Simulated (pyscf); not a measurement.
Thermochemistry of product channels of `[OH][In]([Cl])[Cl]` + `[FH]` on the singlet surface, in kJ/mol, from CCSD(T)/def2-TZVPP + ΔMP2(QZVPP) energies (ideal gas, 1 atm, RRHO with modes under 100 cm⁻¹ raised to 100, one conformer, R ln 2 for chiral ones without a mode under 150 cm⁻¹). Structures and frequencies: ωB97X-D3(BJ)/def2-SVP in PySCF. Correlated levels are frozen-core, on RHF or UHF. ΔMP2 is the change of the MP2 total energy from the triple- to the quadruple-zeta basis.

| products | ΔE | ΔH(298 K) | ΔG(298 K) | ΔG(900 K) |
|---|---|---|---|---|
| `[OH][In]([F])[Cl]` + `[ClH]` | (withheld) | +56.6 | +55.5 | +53.8 |
| `[OH][InH][Cl]` + `[F][Cl]` | +401.2 | +391.6 | +389.5 | (withheld) |
| `[OH2]` + `[F][In]([Cl])[Cl]` | -19.5 | -17.7 | -18.3 | (withheld) |

Question: Complete the blanks.

Answer: 
- `[OH][In]([F])[Cl]` + `[ClH]`, ΔE: +62.1
- `[OH][InH][Cl]` + `[F][Cl]`, ΔG(900 K): +386.9
- `[OH2]` + `[F][In]([Cl])[Cl]`, ΔG(900 K): -16.9

These are energies of the channels, which say nothing of barriers. The CCSD(T) − MP2 part came from Ansatz, without density fitting, on the same reference. The frozen core leaves the outer d or s,p core shells of the metals and heavy elements correlated in the MP2 and CC values, and def2-TZVPP describes them poorly, which can shift differences by a few kcal/mol. Elements past Kr carry the def2 core potentials, without spin-orbit coupling.
